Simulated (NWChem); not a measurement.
# CH5AlO (AlH2(OMe)) at 4 levels

Aim: a comparison of 4 runs (HF/def2-SVP, PBE0/def2-SVP, TPSS/3-21G, PBE0/6-31G**) of CH5AlO (AlH2(OMe)). 

The results are computed with NWChem 7.3.0.

**1. Starting point**

CH5AlO has 8 atoms, charge 0, and is taken as a singlet. As SMILES, `[H][Al]([H])[O]C`. The shape comes from GFN2-xTB, which is rough for such elements, and wasn't checked as a minimum.

Bond lengths: Al1–O4 1.642 Å, O4–C5 1.403 Å, Al1–H2 1.533 Å, Al1–H3 1.533 Å, C5–H6 1.092 Å, C5–H7 1.093 Å, C5–H8 1.092 Å. Angles: Al1–O4–C5 179.8°, H2–Al1–O4 119.6°, H3–Al1–O4 119.6°, O4–C5–H6 109.9°, O4–C5–H7 110.0°, O4–C5–H8 109.9°, H2–Al1–H3 120.8°, H6–C5–H7 109.0°, H6–C5–H8 109.0°, H7–C5–H8 109.0°.

**2. Energy and gradient at HF/def2-SVP (run 1)**

Input file ch5alo.nw:

```
start ch5alo
title "CH5AlO gradient"
memory 2200 mb

geometry units au noautosym nocenter noautoz
Al   1.28274609   2.44995433   1.55029352
H    4.07443850   2.35399404   2.31767350
H   -0.35139457   4.75679970   2.17981798
O    0.02715536   0.05024782   0.03652841
C   -1.04511303  -1.99590984  -1.26275279
H   -2.50702406  -1.32057841  -2.55177278
H   -1.88991510  -3.31818900   0.07919842
H    0.40910681  -2.97631865  -2.34898626
end

basis spherical bse
* library def2-SVP
end

scf
thresh 1e-08
maxiter 80
print medium
end

task scf gradient
```

Command:

```
$ nwchem ch5alo.nw > ch5alo.out
```

Standard output:

```text
[...]
  functions       =    71
[...]
  wavefunction    = RHF
[...]
         Total SCF energy =   -357.417780308302
      One-electron energy =   -696.219306348076
      Two-electron energy =    237.471968566724
 Nuclear repulsion energy =    101.329557473051
        Time for solution =      3.7s
[...]
                         RHF ENERGY GRADIENTS
    atom               coordinates                        gradient
                 x          y          z           x          y          z
   1 Al      1.282746   2.449954   1.550294   -0.000499  -0.000761  -0.000544
   2 H       4.074439   2.353994   2.317674   -0.013796   0.000780  -0.003604
   3 H      -0.351395   4.756800   2.179818    0.008379  -0.011317  -0.002941
   4 O       0.027155   0.050248   0.036528    0.014040   0.026592   0.016265
   5 C      -1.045113  -1.995910  -1.262753   -0.009924  -0.018590  -0.011554
   6 H      -2.507024  -1.320578  -2.551773    0.000326   0.001862   0.000205
   7 H      -1.889915  -3.318189   0.079198   -0.000049   0.000165   0.001913
   8 H       0.409107  -2.976319  -2.348986    0.001524   0.001269   0.000259
[...]
```

It took 6 s on 1 thread of Intel Xeon 6975P-C (Granite Rapids), shared host; peak memory 0.096 GiB.

**3. Energy and gradient at PBE0/def2-SVP (run 2)**

Input file ch5alo.nw:

```
start ch5alo
title "CH5AlO PBE0"
memory total 2200 mb

geometry units atomic noautosym nocenter noautoz
   Al   1.28274609   2.44995433   1.55029352
   H    4.07443850   2.35399404   2.31767350
   H   -0.35139457   4.75679970   2.17981798
   O    0.02715536   0.05024782   0.03652841
   C   -1.04511303  -1.99590984  -1.26275279
   H   -2.50702406  -1.32057841  -2.55177278
   H   -1.88991510  -3.31818900   0.07919842
   H    0.40910681  -2.97631865  -2.34898626
end

basis spherical bse
   * library def2-SVP
end

dft
   xc pbe0
   grid xfine
   convergence energy 1e-08
   iterations 100
   mulliken
   print low
end

task dft gradient
```

Command:

```
$ nwchem ch5alo.nw > ch5alo.out
```

Standard output:

```text
[...]
 d= 0,ls=0.0,diis     1   -358.3062354340 -4.60D+02  1.56D-02  5.06D-01     1.8
[...]
 d= 0,ls=0.0,diis     8   -358.3652694669 -4.98D-10  6.36D-07  1.92D-09    12.3
         Total DFT energy =     -358.365269466854
      One electron energy =     -696.336727580775
           Coulomb energy =      270.978705408144
    Exchange-Corr. energy =      -34.336804767274
 Nuclear repulsion energy =      101.329557473051
[...]
      Total Density - Mulliken Population Analysis
     ---------------------------------------------
    Atom       Charge   Shell Charges
 -----------   ------   -------------------------------------------------------
    1 Al  13    12.30   2.00  1.99  0.84  0.09  5.92  0.84  0.40  0.23
    2 H    1     1.20   0.73  0.47  0.01
    3 H    1     1.20   0.73  0.47  0.01
    4 O    8     8.56   1.99  1.05  0.67  2.92  1.93  0.01
    5 C    6     5.83   1.99  0.89  0.14  2.06  0.71  0.06
    6 H    1     0.97   0.75  0.19  0.02
    7 H    1     0.97   0.75  0.19  0.02
    8 H    1     0.97   0.75  0.19  0.02
[...]
                         DFT ENERGY GRADIENTS
    atom               coordinates                        gradient
                 x          y          z           x          y          z
   1 Al      1.282746   2.449954   1.550294   -0.002859  -0.005272  -0.003349
   2 H       4.074439   2.353994   2.317674   -0.015918   0.001587  -0.003832
   3 H      -0.351395   4.756800   2.179818    0.010215  -0.012660  -0.003046
   4 O       0.027155   0.050248   0.036528    0.014921   0.028190   0.016900
   5 C      -1.045113  -1.995910  -1.262753   -0.012181  -0.022785  -0.013808
   6 H      -2.507024  -1.320578  -2.551773    0.006203  -0.000112   0.005338
   7 H      -1.889915  -3.318189   0.079198    0.003302   0.005453  -0.002850
   8 H       0.409107  -2.976319  -2.348986   -0.003684   0.005599   0.004646
 Task  times  cpu:       15.4s     wall:       15.4s
 Total times  cpu:       15.4s     wall:       15.4s
```

Wall time 16 s (1 thread of Intel Xeon 6975P-C (Granite Rapids), shared host); peak memory 0.14 GiB.

Run 3 isn't shown in full; the table further down has it.

**4. Energy and forces at PBE0/6-31G(d,p) (spherical functions) (run 4)**

Input file ch5alo.nw:

```
start ch5alo
memory 2200 mb

geometry units bohr noautosym nocenter noautoz
   Al     1.28274609     2.44995433     1.55029352
   H      4.07443850     2.35399404     2.31767350
   H     -0.35139457     4.75679970     2.17981798
   O      0.02715536     0.05024782     0.03652841
   C     -1.04511303    -1.99590984    -1.26275279
   H     -2.50702406    -1.32057841    -2.55177278
   H     -1.88991510    -3.31818900     0.07919842
   H      0.40910681    -2.97631865    -2.34898626
end

basis spherical bse
   * library 6-31G**
end

dft
   xc pbe0
   grid xfine
   convergence energy 1e-08
   iterations 100
   mulliken
   print medium
end

task dft gradient
```

Command:

```
$ nwchem ch5alo.nw > ch5alo.out
```

Standard output:

```text
[...]
          Wavefunction type:  closed shell.
          No. of atoms     :     8
          No. of electrons :    32
[...]
          Charge           :     0
          Spin multiplicity:     1
[...]
          AO basis - number of functions:    71
[...]
              XC Information
              --------------
                         PBE0 Method XC Functional
                     Hartree-Fock (Exact) Exchange  0.250
          PerdewBurkeErnzerhof Exchange Functional  0.750
            Perdew 1991 LDA Correlation Functional  1.000 local
           PerdewBurkeErnz. Correlation Functional  1.000 non-local
[...]
 d= 0,ls=0.0,diis     1   -358.4488184324 -4.60D+02  1.44D-02  5.35D-01     2.2
[...]
 d= 0,ls=0.0,diis     8   -358.5095320081 -3.25D-10  3.88D-07  9.02D-10    13.3
         Total DFT energy =     -358.509532008134
      One electron energy =     -696.614767955694
           Coulomb energy =      271.142156926566
    Exchange-Corr. energy =      -34.366478452057
 Nuclear repulsion energy =      101.329557473051
[...]
      Total Density - Mulliken Population Analysis
     ---------------------------------------------
    Atom       Charge   Shell Charges
 -----------   ------   -------------------------------------------------------
    1 Al  13    12.39   2.00  2.00  5.97  0.75  1.12  0.17  0.15  0.23
    2 H    1     1.13   0.49  0.64  0.00
    3 H    1     1.13   0.49  0.64  0.00
    4 O    8     8.63   2.00  0.87  2.96  0.91  1.88  0.01
    5 C    6     6.10   2.00  0.67  2.05  0.54  0.79  0.06
    6 H    1     0.87   0.53  0.33  0.01
    7 H    1     0.87   0.53  0.33  0.01
    8 H    1     0.87   0.53  0.33  0.01
[...]
  wavefunction    = closed shell
                         DFT ENERGY GRADIENTS
    atom               coordinates                        gradient
                 x          y          z           x          y          z
   1 Al      1.282746   2.449954   1.550294   -0.002306  -0.004215  -0.002647
   2 H       4.074439   2.353994   2.317674   -0.016606   0.001458  -0.004102
   3 H      -0.351395   4.756800   2.179818    0.010495  -0.013314  -0.003286
   4 O       0.027155   0.050248   0.036528    0.013860   0.026148   0.015494
   5 C      -1.045113  -1.995910  -1.262753   -0.008786  -0.016284  -0.009522
   6 H      -2.507024  -1.320578  -2.551773    0.002950   0.000843   0.002375
   7 H      -1.889915  -3.318189   0.079198    0.001299   0.002227  -0.000419
   8 H       0.409107  -2.976319  -2.348986   -0.000906   0.003137   0.002107
[...]
```

Wall time 18 s (1 thread of Intel Xeon 6975P-C (Granite Rapids), shared host); peak memory 0.14 GiB.

**5. All runs side by side**

| run | level | iteration cap | module | energy (Eh) | dipole moment (D) | HOMO energy (eV) | LUMO energy (eV) | wall time |
| --- | --- | --- | --- | --- | --- | --- | --- | --- |
| 1 | HF/def2-SVP | 80 | scf | -357.417780 | 1.33 | -11.04 | 2.15 | 6 s |
| 2 | PBE0/def2-SVP | 100 | dft | -358.365269 | – | – | – | 16 s |
| 3 | TPSS/3-21G | 100 | dft | -356.840705 | 1.86 | -5.88 | -1.17 | 14 s |
| 4 | PBE0/6-31G** (spherical functions) | 100 | dft | -358.509532 | 1.30 | -7.45 | -0.62 | 18 s |

**6. Results**

| quantity | value |
| --- | --- |
| run 4: total energy | -358.50953 Eh |
| run 4: dipole moment | 1.30 D |
| run 4: HOMO energy | -7.45 eV |
| run 4: LUMO energy | -0.62 eV |
| run 4: HOMO–LUMO gap | 6.82 eV |
| run 4: largest force on an atom | 1.718 eV/Å |

Over runs 1, 3, 4 the dipole moment (its size) runs from 1.30 D (PBE0/6-31G**) to 1.86 D (TPSS/3-21G). The two ends differ in method and basis. Over runs 1, 3, 4 the HOMO–LUMO gap runs from 4.71 eV (TPSS/3-21G) to 13.19 eV (HF/def2-SVP). Totals of different functionals can't be ranked against each other. All runs together took 54 s, the longest 18 s.
